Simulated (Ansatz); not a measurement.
Born–Oppenheimer molecular dynamics of CH₈SSi (11 atoms, charge 0, multiplicity 1). It starts at the highest image of a converged band. Of that band: Neighbouring images differ by up to 1.8 eV, so the band resolves the path poorly. A vibrational analysis at the climbing image gives one clearly imaginary mode, 994i cm⁻¹: a first-order saddle point.

All numbers below come from Ansatz, RKS PBE-D4/def2-SVP.

```
ensemble                      : NVE (velocity Verlet)
time step                     : 0.5 fs
steps asked                   : 200
starting velocities drawn for : 300 K
seed                          : 7844
```

First frame:

```xyz
11
Properties=species:S:1:pos:R:3
Si -0.216 0.033 -0.002
C -0.123 0.038 2.207
H -0.790 0.239 3.077
H 0.223 -1.010 2.292
H 0.722 0.750 2.261
H 1.247 -0.368 0.159
H -0.122 1.387 -0.638
H -0.755 -1.141 -0.773
S -2.651 0.665 0.499
H -3.059 -0.623 0.679
H -1.220 0.338 1.533
```

How far do the bonds stretch over the last three quarters of this one trajectory? (Pairs bonded in most of those frames.)


```csv
bond,mean (Å),spread (Å),shortest,longest
Si1–C2,1.911,0.113,1.75,2.12
Si1–H6,1.517,0.031,1.46,1.58
Si1–H7,1.507,0.023,1.47,1.54
Si1–H8,1.511,0.021,1.47,1.55
C2–H3,1.111,0.021,1.07,1.16
C2–H4,1.110,0.013,1.09,1.14
C2–H5,1.114,0.023,1.07,1.15
S9–H10,1.363,0.004,1.35,1.37
S9–H11,1.402,0.033,1.32,1.45
```

Pairs bonded in part of these frames only: Si1–S9 14 %.

Mean temperature of the second half: 1717 K. The conserved energy stayed within 0.12 meV per atom of its start (net change 0.069 meV per atom), so the integration is sound. The kinetic energy rose, since the run started high on the potential surface and went downhill. It ends in pieces (CH6Si + H2S), so much of that is their flight and rotation, not heat. A run of 0.1 ps of so small a system gives no equilibrium averages. The orbitals stay closed-shell, which can raise the energy where a bond breaks towards radicals; this wasn't checked here.

Time of the run: 3.7 min on 2 threads of Arm Neoverse V2 (shared host), peak memory 0.12 GiB.
